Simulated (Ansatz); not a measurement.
# NH2 radical (SMILES [NH2]): functionals against CCSD(T) at one geometry

One table from this session's results is given with a row withheld; the runs are named, their logs left out.

The runs use Ansatz 0.2.0, Gaussian basis; single points in def2-TZVPP.

Cores are frozen in the correlated methods. Orbitals are unrestricted.

### The starting structure

SMILES `[NH2]`, 3 atoms, charge 0, spin multiplicity 2.

Atoms are counted from 1 here; the program's logs count them from 0.

Bond lengths: N1–H2 0.895 Å, N1–H3 1.081 Å. Angles: H2–N1–H3 115.5°.

Coordinates:

```
N     0.3130   -0.1656    0.1679
H     0.1867    0.7206    0.1701
H    -0.4458   -0.7431   -0.3412
```

The first run:

run/in.yaml reads:

```yaml
crystal:
  periodic: [false, false, false]
  atoms:
    - {symbol: N, position_ang: [0.313000, -0.165600, 0.167900]}
    - {symbol: H, position_ang: [0.186700, 0.720600, 0.170100]}
    - {symbol: H, position_ang: [-0.445800, -0.743100, -0.341200]}
basis:
  gaussian: {orbitals: def2-TZVPP}
magnetization: {spin_polarized: true, initial_magnetization: 1}
correlation: {method: ccsd_t}
scf: {omitted_lower_state_checks: [cluster_reference]}
output: {forces: true}
```

The command line of these runs was not kept.

Among the steps run: CCSD(T)/def2-TZVPP; PBE0-D4/def2-TZVPP; wB97M-V/def2-TZVPP; r2SCAN-D4/def2-TZVPP; PBE-D4/def2-TZVPP; BHLYP-D4/def2-TZVPP; r2SCANh-D4/def2-TZVPP.

One table of the session follows, with a row left open; its other results are not shown here.

```
    method  RMS force component (eV/Å)  angle to CCSD(T) forces (°)  dipole (D)
   CCSD(T)                       4.275                    reference        1.75
   PBE0-D4                       4.289                          0.6        1.75
   wB97M-V                           ?                            ?           ?
 r2SCAN-D4                       4.266                          0.3        1.75
    PBE-D4                       4.376                          2.5        1.72
  BHLYP-D4                       4.157                          3.1        1.78
r2SCANh-D4                       4.245                          0.8        1.76
```

**Question.** Estimate the row for wB97M-V.

The run gave: RMS force component (eV/Å): 4.239; angle to CCSD(T) forces (°): 0.9; dipole (D): 1.77. In the column «RMS force component (eV/Å)» it lies between BHLYP-D4 (4.157) and r2SCANh-D4 (4.245).
